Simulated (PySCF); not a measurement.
**Computed and reference excited states of hexatriene, `C(/C=C/C=C)=C`**

Published values to compare with (the computed states carry no symmetry labels, so the two lists aren't matched line by line):

| state | E (eV) | f | kind of transition | source |
| --- | --- | --- | --- | --- |
| 3Bu(π→π*) | 2.69 |  | vertical absorption | [1] |
| 3Bu(π→π*) | 2.73 |  | vertical absorption | [2] |
| 3Ag(π→π*) | 4.32 |  | vertical absorption | [1] |
| 3Ag(π→π*) | 4.36 |  | vertical absorption | [2] |
| 1Bu(π→π*) | 5.34 |  | vertical absorption | [3] |
| 1Bu(π→π*) | 5.37 | 1.115 | vertical absorption | [2] |
| 1Bu(π→π*) | 5.58 |  | vertical absorption | [1] |
| 1Ag(π→π*) | 5.72 |  | vertical absorption | [1] |
| 1Au(π→3s) | 5.79 |  | vertical absorption | [3] |
| 1Au(π→3s) | 5.79 | 0.009 | vertical absorption | [2] |
| 1Bg(π→3p) | 5.93 |  | vertical absorption | [3] |
| 1Bg(π→3p) | 5.94 |  | vertical absorption | [2] |

[1] computed, CC3/TZVP, gas; arXiv:2401.06101 (2024), CC3 reference column of Thiel's set
[2] computed, theoretical best estimate (aug-cc-pVTZ, frozen core, CC3 geometry), gas; Veril, Scemama, Caffarel, Lipparini, Boggio-Pasqua, Jacquemin, Loos, WIREs Comput. Mol. Sci. 2021, 11, e1517 (QUESTDB)
[3] computed, theoretical best estimate (aug-cc-pVTZ), revised with CC4, gas; Loos, Lipparini, Matthews, Blondel, Jacquemin, revising reference values with EOM-CC4 (2022), arXiv:2204.11658

Hexatriene, C6H8.
SMILES: `C=C/C=C/C=C`

The calculation used TDDFT CAM-B3LYP/aug-cc-pVTZ, vertical, gas phase, core orbitals frozen in the response in PySCF 2.14.0, density-fitted response routines. The structure is a single PBE0-D3(BJ)/def2-TZVP conformer in the gas phase; no vibrational or solvent corrections. Torsions of this conformer, `[CH2:1]=[CH:2]/[CH:3]=[CH:4]/[CH:5]=[CH2:6]`: C1–C2–C3–C4 180°, C3–C4–C5–C6 180°.

Computed singlets: 4.87 eV (f 1.116); 5.60 eV (f 0.011); 5.68 eV (f 0.000); 5.94 eV (f 0.000); 6.42 eV (f 0.000); 6.44 eV (f 0.001); 6.46 eV (f 0.004); 6.46 eV (f 0.019); 6.66 eV (f 0.000); 7.06 eV (f 0.000). Computed triplets (Tamm–Dancoff): 2.58, 4.24, 5.23, 5.57 eV.

Q: How does the lowest computed singlet compare with the best estimate listed for the lowest singlet (vertical absorption)?

A: 4.87 eV against 5.34 eV for 1Bu(π→π*) [3]: a difference of -0.47 eV. Geometry and basis of the two calculations needn't be the same.

Q: How does the lowest computed triplet compare with the best estimate listed for the lowest triplet (vertical absorption)?

A: 2.58 eV against 2.73 eV for 3Bu(π→π*) [2]: a difference of -0.15 eV. Geometry and basis of the two calculations needn't be the same.

Note on [3]: revises the 2021 QUESTDB value.
